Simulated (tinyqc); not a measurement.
Worked calculation: geometry optimisation on the RHF/sto-6g surface (energies and gradients from PySCF), for H3O+, spin multiplicity 1. One step of it, computed by the program tinyqc.

Question. Step 1: move. Quasi-Newton step p = -H^(-1) g (first H = 0.3 times the unit matrix); steps longer than 0.5 bohr are cut back (factor 0.319 here).

positions at the start (bohr), order 1O, 2H, 3H, 4H:
```
[[-0.105825, 0.170075, 0.247554],
 [1.893506, -0.096376, 0.056692],
 [-0.873053, 1.562804, 0.003779],
 [-0.908958, -1.649731, 0.062361]]
```

gradient (hartree/bohr), order 1O, 2H, 3H, 4H:
```
[[-0.19325086, 0.32662180, -0.03133488],
 [0.08080016, -0.03537771, -0.00700012],
 [0.11881210, -0.21323131, 0.04391461],
 [-0.00636140, -0.07801278, -0.00557961]]
```

Give: positions after step 1.

Answer.

positions after step 1 (bohr), order 1O, 2H, 3H, 4H:
```
[[0.0999, -0.1777, 0.2809],
 [1.8075, -0.0587, 0.0641],
 [-0.9996, 1.7898, -0.0430],
 [-0.9022, -1.5667, 0.0683]]
```
